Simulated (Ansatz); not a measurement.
# Worked example: correlation energy of C2H7N, singlet

Geometry: MP2(full)/6-31G*, from the G2/97 set.

```yaml
atoms:
  - { symbol: C, position_ang: [1.2512, -0.3695, 0.0000] }
  - { symbol: C, position_ang: [0.0412, 0.5600, 0.0000] }
  - { symbol: N, position_ang: [-1.2641, -0.1034, 0.0000] }
  - { symbol: H, position_ang: [2.1905, 0.1926, 0.0000] }
  - { symbol: H, position_ang: [1.2430, -1.0137, 0.8849] }
  - { symbol: H, position_ang: [1.2430, -1.0137, -0.8849] }
  - { symbol: H, position_ang: [0.0758, 1.2150, -0.8765] }
  - { symbol: H, position_ang: [0.0758, 1.2150, 0.8765] }
  - { symbol: H, position_ang: [-1.3311, -0.7143, 0.8131] }
  - { symbol: H, position_ang: [-1.3311, -0.7143, -0.8131] }
```

Basis cc-pVDZ; Ansatz 0.2.0. Correlated methods freeze the noble-gas cores, which leaves 20 electrons in 74 orbitals. Prefix R: restricted or restricted open-shell reference.

Full CI isn't at hand for all of this; RCCSDT(Q) serves as the reference, and is uncertain by about the last step of the cluster series.

Runs differ by some tens of microhartree through their thresholds, so steps under 0.03 kcal/mol mean nothing.

| level | total energy (hartree) |
| --- | --- |
| RHF | -134.262180 |
| RMP2 | -134.731276 |
| RCCSD | -134.774632 |
| RCCSD(T) | -134.788079 |
| RCCSDT | -134.788801 |
| RCCSDT(Q) | -134.789656 |

**Question.** What is the correlation energy at RCCSDT(Q), and what share of it do RMP2 and RCCSD(T) recover?

**Answer.** E(corr) = -134.789656 − (-134.262180) = -0.527476 hartree = -14.353 eV. RMP2: -0.469096 / -0.527476 = 88.93 %. RCCSD(T): -0.525899 / -0.527476 = 99.70 %.

**Question.** By how many kcal/mol does RCCSD(T) miss RCCSDT(Q) (1 hartree = 627.509 kcal/mol), and which steps make up the rest?

**Answer.** -134.788079 − (-134.789656) = 0.001577 hartree = 0.99 kcal/mol. Steps: RCCSDT − RCCSD(T) = -0.45, RCCSDT(Q) − RCCSDT = -0.54 kcal/mol. Differences between like states or geometries often cancel part of this.
